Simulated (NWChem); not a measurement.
hydrogen cyanide (CHN); SMILES C#N

```xyz
3

C      0.0000     0.0000    -0.4998
N      0.0000     0.0000     0.6540
H      0.0000     0.0000    -1.5793
```
Atoms are numbered in this order, from 1.

All runs: NWChem. Geometry: optimised at PBE0/def2-SVP.

Problem. Taking PBE/def2-QZVP as the yardstick, which of these has the fewest basis functions while keeping “highest occupied level (eV)” within 0.1 eV of it: PBE/def2-TZVPP; PBE/pcseg-1; PBE/pcseg-2; PBE/3-21G; PBE/aug-pcseg-1?

Solution. PBE/pcseg-1.
| level | basis functions | highest occupied level (eV) |
|---|---|---|
| PBE/3-21G | 20 | -8.33 |
| PBE/pcseg-1 | 33 | -8.98 |
| PBE/aug-pcseg-1 | 55 | -9.03 |
| PBE/pcseg-2 | 74 | -9.03 |
| PBE/def2-TZVPP | 76 | -9.00 |
| PBE/def2-QZVP | 144 | -9.02 |

The yardstick is one finite set, not the basis-set limit.
